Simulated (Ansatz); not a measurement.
## Which is lower?

Two relaxed structures of CH5AlN (charge -1), singlet (PBE0-D4/def2-TZVPD; forces vanish, vibrations not checked).

A:

```csv
atom,x (Å),y (Å),z (Å)
C1,-0.7936,0.8303,-0.1579
Al2,0.6502,-0.2436,0.2020
N3,0.6338,-1.8389,1.0966
H4,-0.6925,1.7708,-0.7045
H5,-1.8302,0.6333,0.1251
H6,-0.1818,-2.2881,1.4812
H7,2.1982,0.0450,-0.2170
H8,1.4524,-2.3991,1.2690
```

B:

```xyz
8
angstrom
C -0.7508 0.7783 -0.3668
Al 0.9444 -0.3441 -0.0994
N 0.3128 -1.5293 1.1633
H -0.5641 1.8277 -0.0952
H -1.6057 0.4230 0.2312
H -1.0571 0.7849 -1.4226
H -0.6264 -1.5360 1.5464
H 0.8582 -2.2704 1.5777
```

Ansatz 0.2.0; basis: def2-TZVPPD; cores frozen in the correlated methods. B3LYP uses VWN-RPA correlation.

(1) Which structure is lower at CCSD(T), and by how much? (Judge from chemistry; the value comes from the calculation.)

The T1 diagnostic stays at or below 0.016. The restricted Hartree–Fock reference is unstable towards an unrestricted one at one or more of these structures.

## Answers

(1) By the calculation: B, by 47.9 kJ/mol (electronic energy, against the other). By their contacts, A is CH₅AlN ([CH2][AlH][NH2]), total charge -1 and B is CH₅AlN ([CH3][Al][NH2]), total charge -1.

All methods give the same order:

| method | E(B) − E(A) (kJ/mol) |
| --- | --- |
| PBE-D4 | -54.8 |
| r2SCAN-D4 | -41.3 |
| PBE0-D4 | -54.1 |
| B3LYP-D4 | -47.6 |
| wB97M-V | -45.7 |
| HF | -51.3 |
| MP2 | -38.7 |
| CCSD | -49.2 |
| CCSD(T) | -47.9 |

Labels in which every atom is bracketed show which atoms are joined, not bond orders.

For scale, one of the runs: CCSD(T)/def2-TZVPPD, 207 basis functions, launched by `ansatz run in.yaml --threads 2 --pin off --events-out ev --progress --plain --max-ram 4352MiB`. Hardware: 2 CPU threads of an Intel Xeon Platinum 8259CL, shared host. Wall time 37 s; peak host memory 2.7 GiB.
